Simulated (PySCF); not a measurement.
**How methods differ on the electron affinity of Cl**

Cl⁻ [Ar] → Cl [Ne] 3s2 3p5 [3p1/2^2 3p3/2^3, M_J = 3/2], as a difference of total energies. Calculation: PySCF 2.14, in x2c-TZVPall-2c with one added diffuse shell each of s, p type (6s7p2d1f, 44 functions); the two-component X2C-1e Hamiltonian. Correlated levels: [Ne] frozen; the 6 highest virtual spinors dropped. "Screened" scales the spin-orbit matrix elements by Boettger's factors to mimic the two-electron term; Breit and QED terms are absent.

| method | electron affinity (eV) | error (eV) |
| --- | --- | --- |
| GHF (spin-free) | 2.511 | -1.102 |
| GMP2 (spin-free) | 3.503 | -0.110 |
| GHF (screened spin-orbit) | 2.472 | -1.141 |
| GMP2 (screened spin-orbit) | 3.464 | -0.149 |

Reference: 3.613 eV (measured; photodetachment measurements, as compiled on the Wikipedia data page of electron affinities).

Errors of the correlated levels include the incompleteness of this basis and the frozen core.
